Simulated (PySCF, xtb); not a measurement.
BF₃, SMILES FB(F)F.

Coordinates come from a PBE-D3(BJ)/def2-TZVP optimisation. The isomer is the one that the SMILES or the coordinates give; other isomers of the formula were not compared.

These are IEF-PCM-PBE0/def2-SVP run with PySCF values and carry that method's errors.

The values are the electrostatic part of the solvation free energy, E(continuum) − E(gas) at the gas-phase geometry, in a cavity of scaled van der Waals radii (PySCF's table); cavitation and dispersion terms are not included. In vacuum the orbital gap is 12.77 eV. The dipole moment in vacuum is 0.00 D.

Computed values in water (ε = 78.36), acetonitrile (ε = 35.69), diethylether (ε = 4.24):
```
solvent           ε  ΔG(elec) (kcal/mol)  dipole (D)  gap (eV)
------------  -----  -------------------  ----------  --------
water         78.36                 -1.3        0.00     12.91
acetonitrile  35.69                 -1.3        0.00     12.90
diethylether   4.24                 -0.9        0.00     12.86
```

For comparison, GFN2-xTB/ALPB(water) (xtb, at the GFN2-xTB geometry, all terms of that model) gives 0.7 kcal/mol.
